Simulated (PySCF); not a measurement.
# F2S2 (Difluorodisulfane): the cost of one run

Programs: PySCF 2.14.0, with density-fitted response routines of our own. Each step states its level of theory. These are calculated values for one molecule in the gas phase, unless marked as measured. Atoms are numbered from 0 throughout.

### 1 Starting geometry

4 atoms, charge 0, multiplicity 1; geometry from: GFN2-xTB. The atoms were then displaced at random by about 0.01 Å, so the start is not that level's minimum.

Bonds of the start (Å): F0–S1 1.67, S1–S2 1.90, S2–F3 1.73.

### 2 Relaxing the molecule at PBE0-D3(BJ)/def2-TZVP

The job: settings as JSON, then the geometry in Å.

```
{"job": {"xc": "PBE0", "basis": "def2-TZVP", "d3": "d3bj", "grid": 2, "shake": 0.01, "kind": "geom"}, "charge": 0, "multiplicity": 1}
F     -1.824310     0.509270     0.108950
S     -0.766380    -0.567230    -0.599260
S      0.767660    -0.582090     0.529870
F      1.861030     0.614670    -0.072570
```

On the command line:

```
OMP_NUM_THREADS=1 python probes_run.py task.json out
```

The driver reads the jobs from task.json and runs them one after another.

**Question.** How long does this first job take on 1 thread of Arm Neoverse V1, shared host, and how much memory does it need?

About 33 s, with a peak of 0.5 GiB.
